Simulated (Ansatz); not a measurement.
```yaml
crystal:
  periodic: [false, false, false]
  atoms:
    - {symbol: Ge, position_ang: [0.000000, 0.000000, 0.000000]}
    - {symbol: Se, position_ang: [0.000000, 0.000000, 2.232000]}
basis:
  gaussian: {orbitals: def2-TZVP}
hamiltonian: {xc: pbe0}
relax: {f_tol: 0.004, max_steps: 80}
```

```sh
$ ansatz run in.yaml --threads 1 --pin off --events-out ev --progress --plain --max-ram 2176MiB
```

Steps of the relaxation (energy above the last step; positions in Å, forces in eV/Å):

```
2
step 1, 90.8 meV
Ge    0.000    0.000    0.000    0.000    0.000    1.861
Se    0.000    0.000    2.232    0.000    0.000   -1.861
```

```
2
step 2, 6.5 meV
Ge    0.000    0.000    0.057    0.000    0.000   -0.580
Se    0.000    0.000    2.175    0.000    0.000    0.580
```

```
2
step 3, 0.1 meV
Ge    0.000    0.000    0.045    0.000    0.000    0.055
Se    0.000    0.000    2.187    0.000    0.000   -0.055
```

```
2
step 4, 0.0 meV
Ge    0.000    0.000    0.046    0.000    0.000    0.002
Se    0.000    0.000    2.186    0.000    0.000   -0.002
```

Close pairs at the end: Ge1–Se2 2.140 Å.

A stationary point of restricted PBE0 after 4 steps (its stability towards spin polarisation wasn't tested). 14 s on 1 thread of Arm Neoverse V1, shared host.
